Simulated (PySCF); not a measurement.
# PH₃⁺: structure of the doublet

The task is one start of a wider search on PH₃⁺: the doublet, from a trigonal pyramidal start. It is relaxed, tested by its Hessian and followed downhill if it is a saddle.

Method: PBE0, basis P def2-TZVP, H def2-TZVP, no relativity, density fitting; program: PySCF 2.14.0.

## (1) Starting geometry

4 atoms, charge 1, spin multiplicity 2.

Bond lengths: P1–H2 1.401 Å, P1–H3 1.401 Å, P1–H4 1.401 Å. Angles: H2–P1–H3 99.8°, H2–P1–H4 99.8°, H3–P1–H4 99.8°.

```xyz
4
charge 1 multiplicity 2
P     0.0000    0.0000    0.0000
H     1.2374    0.0000    0.6579
H    -0.6187    1.0716    0.6579
H    -0.6187   -1.0716    0.6579
```

## (2) First SCF at the start

One driver script runs all steps and calls PySCF; scf.py shows how it sets up the SCF of each step. The optimiser is the driver's own. After this first run the driver tries any further starts and a stability analysis.

File scf.py:

```python
from pyscf import gto, scf, dft
mol = gto.M(atom='''
P      0.000000     0.000000     0.000000
H      1.237400     0.000000     0.657900
H     -0.618700     1.071600     0.657900
H     -0.618700    -1.071600     0.657900''',
    basis={'P': 'def2-TZVP', 'H': 'def2-TZVP'},
    charge=1, spin=1)
mf = dft.UKS(mol, xc='PBE0')
mf.grids.atom_grid = (50, 194)
aux = {'P': 'def2-universal-JKFIT', 'H': 'def2-universal-JKFIT'}
mf = mf.density_fit(auxbasis=aux)
mf.conv_tol = 1e-08
mf.diis_space = 10
mf.max_cycle = 60
mf.init_guess = 'minao'
mf.verbose = 4
mf.kernel()
```

Started as:

```
OMP_NUM_THREADS=2 python axn.py task.json out
```

What it wrote:

```text
init E= -342.846922461792
[... the frontier-level lines of each cycle are left out ...]
cycle= 1 E= -342.621201294574  delta_E= 0.226  |g|= 0.182  |ddm|= 0.897
cycle= 2 E= -342.638352744744  delta_E= -0.0172  |g|= 0.127  |ddm|= 0.358
cycle= 3 E= -342.645282645792  delta_E= -0.00693  |g|= 0.0117  |ddm|= 0.12
cycle= 4 E= -342.645374466377  delta_E= -9.18e-05  |g|= 0.0036  |ddm|= 0.0136
cycle= 5 E= -342.645384047174  delta_E= -9.58e-06  |g|= 0.00114  |ddm|= 0.00412
cycle= 6 E= -342.645385174592  delta_E= -1.13e-06  |g|= 0.000227  |ddm|= 0.0012
cycle= 7 E= -342.645385272186  delta_E= -9.76e-08  |g|= 9.42e-05  |ddm|= 0.000425
cycle= 8 E= -342.645385292207  delta_E= -2e-08  |g|= 1.83e-05  |ddm|= 0.000226
cycle= 9 E= -342.645385292858  delta_E= -6.51e-10  |g|= 2.19e-06  |ddm|= 4.77e-05
Extra cycle  E= -342.645385292867  delta_E= -8.64e-12  |g|= 9.37e-07  |ddm|= 3.8e-06
converged SCF energy = -342.645385292867  <S^2> = 0.75297767  2S+1 = 2.0029755
```

This step, with its further starts and checks, ran for 1.2 s (2 threads of Arm Neoverse V2, shared host).

No lower solution of this spin turned up in the test of internal stability.

## (3) Trigonal pyramidal start, doublet: relaxation

The program finds C3v symmetry in the start, which this walk keeps. The walk stops when the largest gradient is under 0.0003 Eh/bohr and the energy has settled too.

Edit scf.py of step 2 so:

```diff
@@ -3,4 +3,4 @@
-P      0.000000     0.000000     0.000000
-H      1.237400     0.000000     0.657900
-H     -0.618700     1.071600     0.657900
-H     -0.618700    -1.071600     0.657900''',
+P     -0.000000    -0.000000    -0.058509
+H      1.237389    -0.000000     0.599391
+H     -0.618694     1.071610     0.599391
+H     -0.618694    -1.071610     0.599391''',
@@ -16 +15,0 @@
-mf.init_guess = 'minao'
```

Steps of the walk:

```tsv
step	energy (Eh)	change (kJ/mol)	largest symmetric gradient (Eh/bohr)
0	-342.645385	0.00	0.03786
1	-342.658036	-33.21	0.01427
2	-342.658733	-35.05	0.00658
3	-342.658940	-35.59	0.00073
4	-342.658945	-35.60	0.00009
5	-342.658945	-35.60	0.00000
```

The walk took 2.8 s.

Positions (Å) and forces (eV/Å) along the way:

```
step 0
P    0.000   0.000  -0.059   0.000   0.000   1.947
H    1.237   0.000   0.599   0.654   0.000  -0.649
H   -0.619   1.072   0.599  -0.327   0.566  -0.649
H   -0.619  -1.072   0.599  -0.327  -0.566  -0.649
step 1
P    0.000   0.000   0.103   0.001   0.000   0.734
H    1.354   0.000   0.546  -0.327   0.000  -0.244
H   -0.677   1.173   0.546   0.163  -0.283  -0.245
H   -0.677  -1.173   0.546   0.163   0.283  -0.245
step 3
P    0.000   0.000   0.152   0.000   0.000   0.037
H    1.353   0.000   0.529   0.002   0.000  -0.013
H   -0.677   1.172   0.529  -0.001   0.002  -0.012
H   -0.677  -1.172   0.529  -0.001  -0.002  -0.012
step 5
P    0.000   0.000   0.157   0.000   0.000   0.000
H    1.355   0.000   0.528   0.000   0.000   0.000
H   -0.677   1.173   0.528   0.000   0.000   0.000
H   -0.677  -1.173   0.528   0.000   0.000   0.000
```

After 5 steps and 35.6 kJ/mol it ends at C3v: P–H 1.405 Å (×3); H–P–H 113.3° (×3).

## (4) Frequencies

On the finer grid the gradient is checked again; gradients at displacements of ±0.02 bohr then give force constants and infrared intensities.

Edit scf.py of step 3 so:

```diff
@@ -3,4 +3,4 @@
-P     -0.000000    -0.000000    -0.058509
-H      1.237389    -0.000000     0.599391
-H     -0.618694     1.071610     0.599391
-H     -0.618694    -1.071610     0.599391''',
+P     -0.000000     0.000000    -0.033002
+H      1.354860    -0.000000     0.338090
+H     -0.677430     1.173343     0.338090
+H     -0.677430    -1.173343     0.338090''',
@@ -10 +10 @@
-mf.grids.atom_grid = (50, 194)
+mf.grids.atom_grid = (75, 302)
@@ -13 +13 @@
-mf.conv_tol = 1e-08
+mf.conv_tol = 1e-10
```

This SCF starts from the last density.

SCF at the final geometry:

```text
init E= -342.658942723862
[... the frontier-level lines of each cycle are left out ...]
cycle= 1 E= -342.658942723869  delta_E= -6.54e-12  |g|= 2.72e-06  |ddm|= 5.05e-06
Extra cycle  E= -342.65894272387  delta_E= -1.59e-12  |g|= 1.8e-06  |ddm|= 3.42e-06
converged SCF energy = -342.65894272387  <S^2> = 0.75413327  2S+1 = 2.004129
```

The whole step took 7.8 s.

Geometry: C3v; P–H 1.405 Å (×3); H–P–H 113.3° (×3).

Modes, for the most abundant isotopes:

| symmetry | ω (cm⁻¹) | IR (km/mol) | type |
| --- | --- | --- | --- |
| a1 | 725 | 3.3 | bend |
| e | 1039 | 12.9 | bend |
| a1 | 2466 | 14.7 | stretch |
| e | 2539 | 118 | stretch |

No imaginary mode, so this is a minimum.

Properties at this point:

* Dipole moment about the centre of mass: 0.52 D
* Highest occupied level: -16.04 eV
* Lowest empty level: -11.36 eV
* Rotational constants: 5.344, 5.344, 3.037 cm⁻¹
* Zero-point energy: 61.9 kJ/mol
* Principal polarisabilities: 14.7, 20.2, 20.2 bohr³
* Principal traceless quadrupole moments about the centre of mass: -2.40, 1.20, 1.20 D Å
* Entropy at 298.15 K and 1 bar (electronic part: spin only): 216.5 J/(mol K)
* Heat capacity Cp at 298.15 K: 39.4 J/(mol K)
* Enthalpy at 298.15 K above 0 K: 10.35 kJ/mol
* Rotational symmetry number: 3
* Spin squared ⟨S²⟩: 0.754

Charges (e) and bond orders:

| atom | Mulliken | Löwdin | polar tensor | spin (Mulliken) | Mayer order to P1 |
| --- | --- | --- | --- | --- | --- |
| P1 | 0.30 | 0.76 | 0.70 | 1.01 | – |
| H2,3,4 | 0.23 | 0.08 | 0.10 | 0.00 | 0.90 |

Outer orbital energies (eV). α occupied: -189.32, -138.77, -138.50, -138.50, -26.83, -19.70, -19.70, -16.04; empty: -6.49, -6.22, -6.22, -2.19. β occupied: -2110.38, -189.15, -138.39, -138.39, -138.28, -25.86, -19.47, -19.47; empty: -11.36, -5.90, -5.74, -5.74.

Mulliken populations on P1: s 5.61, p 8.96, d 0.13, f 0.01.

## (5) What came out

```
                                          quantity                                    value
                                           minimum                             doublet, C3v
                                          geometry      P–H 1.405 Å (×3); H–P–H 113.3° (×3)
                                wavenumbers (cm⁻¹)  725 (a1), 1039 (e), 2466 (a1), 2539 (e)
                    dipole moment (centre of mass)                                   0.52 D
highest occupied, lowest empty level (either spin)                        -16.04, -11.36 eV
                         polar-tensor charge of P1                                  +0.70 e
                                 zero-point energy                              61.9 kJ/mol
                               entropy at 298.15 K                          216.5 J/(mol K)
                                              ⟨S²⟩                                    0.754
```

What this shows: The trigonal pyramidal start keeps its C3v symmetry and ends in a minimum. In the infrared the band at 2539 cm⁻¹ (e, stretch) leads. Most of the spin sits on P1 (Mulliken spin 1.01, against 1 for the whole molecule). Other starts or spin states, not run here, may lie lower.

The search up to here took 12 s.
